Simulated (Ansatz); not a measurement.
A made-up structure of SiHS$_{2}$ (charge -1), singlet:

| atom | x (Å) | y (Å) | z (Å) |
| --- | --- | --- | --- |
| S1 | -1.8149 | -0.8088 | 0.0518 |
| Si2 | 0.0002 | 0.0151 | -0.0075 |
| S3 | -3.4782 | -1.7901 | 0.8768 |
| H4 | 0.0171 | 1.3594 | -0.6762 |

It is relaxed with PBE-D4/def2-SVPD and then PBE0-D4/def2-TZVPD (Ansatz 0.2.0). Atoms count as bonded within 1.22 times the sum of their covalent radii (H–H: 0.88 Å). The end point is not checked to be a true minimum.

**Question.** Does its bonding change? (Judge from chemistry; the calculation decides.)

**Answer.** By the calculation: No: no bond forms or breaks.

Where it ends: The first stage lowers the energy by 1.70 eV in 8 steps. It ends as SiHS₂ ([SiH][S][S]), total charge -1:
| atom | x (Å) | y (Å) | z (Å) |
| --- | --- | --- | --- |
| S1 | -2.1401 | -0.2727 | -0.0857 |
| Si2 | -0.0743 | -0.1922 | 0.1742 |
| S3 | -2.9951 | -1.8534 | 0.8382 |
| H4 | -0.0663 | 1.0939 | -0.6818 |

Labels in which every atom is bracketed show which atoms are joined, not bond orders.

For scale, one of the runs: PBE0-D4/def2-TZVPD relaxation, 144 basis functions, launched by `ansatz run in.yaml --threads 2 --pin off --events-out ev --progress --plain --max-ram 4352MiB`. Hardware: 2 CPU threads of an Arm Neoverse V1, shared host. Wall time about 16 s.
